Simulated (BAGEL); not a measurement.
# C2H4FN (SMILES C/N=C\F) at PBE0/6-311+G(d,p) (density fitting with qzvpp-jkfit)

What is the energy change on altering one bond length of C2H4FN at PBE0/6-311+G** (density fitting with qzvpp-jkfit)? 

The calculation is run with BAGEL 1.2.2.

1 further run of the same task is left out (set aside as unsound or not needed). Runs told in other sessions of the task aren't counted.

### Step 1. The system as given

The species is C2H4FN (8 atoms), meant as a singlet with charge 0. SMILES: `C/N=C\F`. The shape is that of a PBE0-D4/def2-TZVP optimisation.

Bond lengths: C1–N2 1.443 Å, N2–C3 1.239 Å, C3–F4 1.349 Å, C1–H5 1.093 Å, C1–H6 1.092 Å, C1–H7 1.092 Å, C3–H8 1.086 Å. Angles: C1–N2–C3 121.5°, N2–C3–F4 125.3°, N2–C1–H5 114.5°, N2–C1–H6 108.4°, N2–C1–H7 108.4°, N2–C3–H8 124.0°, F4–C3–H8 110.7°, H5–C1–H6 109.1°, H5–C1–H7 109.2°, H6–C1–H7 106.8°.

### Step 2. A single-point energy at PBE0/6-311+G(d,p) (density fitting with qzvpp-jkfit)

Contents of dft.json:

```json
{ "bagel": [

{
  "title": "molecule",
  "basis": "6-311+gss.json",
  "df_basis": "qzvpp-jkfit",
  "angstrom": true,
  "geometry": [
    { "atom": "C", "xyz": [      -0.060700,       0.998200,      -0.273600 ] },
    { "atom": "N", "xyz": [       0.554000,      -0.017000,       0.546600 ] },
    { "atom": "C", "xyz": [       0.233500,      -1.209300,       0.448500 ] },
    { "atom": "F", "xyz": [      -0.692200,      -1.700100,      -0.401300 ] },
    { "atom": "H", "xyz": [      -0.798500,       0.620900,      -0.985900 ] },
    { "atom": "H", "xyz": [      -0.538000,       1.730000,       0.382300 ] },
    { "atom": "H", "xyz": [       0.725800,       1.526500,      -0.816900 ] },
    { "atom": "H", "xyz": [       0.668300,      -2.006400,       1.044300 ] }
  ]
},

{
  "title": "ks",
  "xc_func": "pbe0"
},

{
  "title": "print",
  "file": "orbitals.molden",
  "orbitals": true
}

]}
```

The basis set 6-311+G** is read from a file made from the Basis Set Exchange's data (not shown).

Run with:

```bash
$ BAGEL_NUM_THREADS=1 BAGEL dft.json > dft.out
```

Log:

```text
* using 1 threads per process

  ===============================================================
  ===============================================================

  *** Geometry ***

  { "atom" : "C", "xyz" : [     -0.114706,      1.886325,     -0.517029 ] },
  { "atom" : "N", "xyz" : [      1.046908,     -0.032125,      1.032924 ] },
  { "atom" : "C", "xyz" : [      0.441251,     -2.285246,      0.847542 ] },
  { "atom" : "F", "xyz" : [     -1.308068,     -3.212723,     -0.758347 ] },
  { "atom" : "H", "xyz" : [     -1.508946,      1.173331,     -1.863081 ] },
  { "atom" : "H", "xyz" : [     -1.016673,      3.269226,      0.722442 ] },
  { "atom" : "H", "xyz" : [      1.371563,      2.884667,     -1.543717 ] },
  { "atom" : "H", "xyz" : [      1.262904,     -3.791546,      1.973441 ] },

  Number of auxiliary basis functions:      376

  Since a DF basis is specified, we compute 2- and 3-index integrals:
    o Being stored without compression. Storage requirement is 0.038 GB

  Number of basis functions:      112
  Number of electrons      :       32

    * METHOD: MOLECULE                             0.18

  *** Kohn-Sham DFT ***

    * Removing 13880 points whose weight is below 1.00e-10
    * Grid points: 105368

  === Nuclear Repulsion ===
   118.8715891652

       - DIIS with orbital gradients will be used.

  === KS iteration (pbe0 / 6-311+gss.json) ===
      0       -177.86078828          0.21929613           0.39
      1       -150.13435023          0.17826739           0.39
      2       -183.07099705          0.22343445           0.38
      3       -212.40170093          0.13549078           0.39
      4       -225.81510591          0.10282801           0.39
      5       -232.27394204          0.04420355           0.40
      6       -232.36491674          0.04112494           0.38
      7       -232.94640205          0.01236656           0.38
      8       -232.99324845          0.00592403           0.38
      9       -233.00426808          0.00105281           0.39
     10       -233.00453385          0.00053951           0.40
     11       -233.00463133          0.00006491           0.39
     12       -233.00463282          0.00000807           0.39
     13       -233.00463284          0.00000495           0.39
     14       -233.00463285          0.00000131           0.39
     15       -233.00463285          0.00000085           0.40
     16       -233.00463285          0.00000018           0.39
     17       -233.00463285          0.00000004           0.38
     18       -233.00463285          0.00000002           0.39
     19       -233.00463285          0.00000000           0.38
    * SCF iteration converged.

    * Permanent dipole moment:
           (    0.062447,    -0.079150,     0.076183) a.u.

    * METHOD: KS                                   8.44

    * METHOD: PRINT                                0.03

  ===============================================================
```

Wall time 9 s (1 thread of Arm Neoverse V1, shared host); peak memory 0.53 GiB.

### Step 3. The distorted shape at the same level

Contents of input.json:

```json
{ "bagel" : [

{
  "title" : "molecule",
  "basis" : "6-311+gss.json",
  "df_basis" : "qzvpp-jkfit",
  "angstrom" : true,
  "geometry" : [
    { "atom" : "C", "xyz" : [   -0.178670,    0.918959,   -0.192109 ] },
    { "atom" : "N", "xyz" : [    0.436030,   -0.096241,    0.628091 ] },
    { "atom" : "C", "xyz" : [    0.115530,   -1.288541,    0.529991 ] },
    { "atom" : "F", "xyz" : [   -0.810170,   -1.779341,   -0.319809 ] },
    { "atom" : "H", "xyz" : [   -0.916470,    0.541659,   -0.904409 ] },
    { "atom" : "H", "xyz" : [   -0.655970,    1.650759,    0.463791 ] },
    { "atom" : "H", "xyz" : [    0.725800,    1.526500,   -0.816900 ] },
    { "atom" : "H", "xyz" : [    0.550330,   -2.085641,    1.125791 ] }
  ]
},
{
  "title" : "ks",
  "xc_func" : "pbe0"
},
{
  "title" : "print",
  "file" : "orbitals.molden",
  "orbitals" : true
}

]}
```

The basis set 6-311+G** is read from a file made from the Basis Set Exchange's data (not shown).

Run with:

```bash
$ BAGEL_NUM_THREADS=1 BAGEL input.json > input.out
```

Log:

```text
* using 1 threads per process

  ===============================================================
  ===============================================================

  *** Geometry ***

  { "atom" : "C", "xyz" : [     -0.337637,      1.736581,     -0.363033 ] },
  { "atom" : "N", "xyz" : [      0.823977,     -0.181869,      1.186920 ] },
  { "atom" : "C", "xyz" : [      0.218320,     -2.434990,      1.001538 ] },
  { "atom" : "F", "xyz" : [     -1.530999,     -3.362467,     -0.604351 ] },
  { "atom" : "H", "xyz" : [     -1.731877,      1.023587,     -1.709085 ] },
  { "atom" : "H", "xyz" : [     -1.239604,      3.119482,      0.876438 ] },
  { "atom" : "H", "xyz" : [      1.371563,      2.884667,     -1.543717 ] },
  { "atom" : "H", "xyz" : [      1.039973,     -3.941290,      2.127437 ] },

  Number of auxiliary basis functions:      376

  Since a DF basis is specified, we compute 2- and 3-index integrals:
    o Being stored without compression. Storage requirement is 0.038 GB

  Number of basis functions:      112
  Number of electrons      :       32

    * METHOD: MOLECULE                             0.17

  *** Kohn-Sham DFT ***

    * Removing 13652 points whose weight is below 1.00e-10
    * Grid points: 105596

  === Nuclear Repulsion ===
   118.2552541468

       - DIIS with orbital gradients will be used.

  === KS iteration (pbe0 / 6-311+gss.json) ===
      0       -178.05196554          0.21889404           0.35
      1       -151.48960299          0.17626479           0.36
      2       -184.07423773          0.22172106           0.36
      3       -212.66860267          0.13506501           0.36
      4       -225.45110135          0.10362864           0.36
      5       -232.24572424          0.04462568           0.36
      6       -232.16578721          0.04607755           0.36
      7       -232.93054616          0.01279404           0.37
      8       -232.98259808          0.00563074           0.37
      9       -232.99225341          0.00102385           0.35
     10       -232.99255415          0.00039468           0.34
     11       -232.99260438          0.00008386           0.35
     12       -232.99260696          0.00000997           0.35
     13       -232.99260699          0.00000589           0.36
     14       -232.99260700          0.00000099           0.36
     15       -232.99260700          0.00000115           0.36
     16       -232.99260700          0.00000018           0.36
     17       -232.99260700          0.00000003           0.36
     18       -232.99260700          0.00000002           0.36
     19       -232.99260700          0.00000001           0.36
    * SCF iteration converged.

    * Permanent dipole moment:
           (    0.083405,    -0.046381,     0.051994) a.u.

    * METHOD: KS                                   7.80

    * METHOD: PRINT                                0.03

  ===============================================================
```

Wall time 8.4 s (1 thread of Arm Neoverse V1, shared host); peak memory 0.53 GiB.

### Step 4. What came out

Level: PBE0/6-311+G** (density fitting with qzvpp-jkfit).

```
                                                         quantity          value
                                        first shape: total energy  -233.00463 Eh
                                       first shape: dipole moment         0.32 D
                                         first shape: HOMO energy       -8.14 eV
                                         first shape: LUMO energy       -0.03 eV
                                       first shape: HOMO–LUMO gap        8.11 eV
                                    distorted shape: total energy  -232.99261 Eh
                                   distorted shape: dipole moment         0.28 D
                                     distorted shape: HOMO energy       -8.15 eV
                                     distorted shape: LUMO energy       -0.14 eV
                                   distorted shape: HOMO–LUMO gap        8.01 eV
energy change with the C1–H7 bond stretched from 1.092 to 1.256 Å       0.327 eV
```

With the C1–H7 bond stretched from 1.092 to 1.256 Å the energy rises by 0.33 eV (7.5 kcal/mol). The first shape isn't relaxed at this level, so the change isn't measured from a minimum.
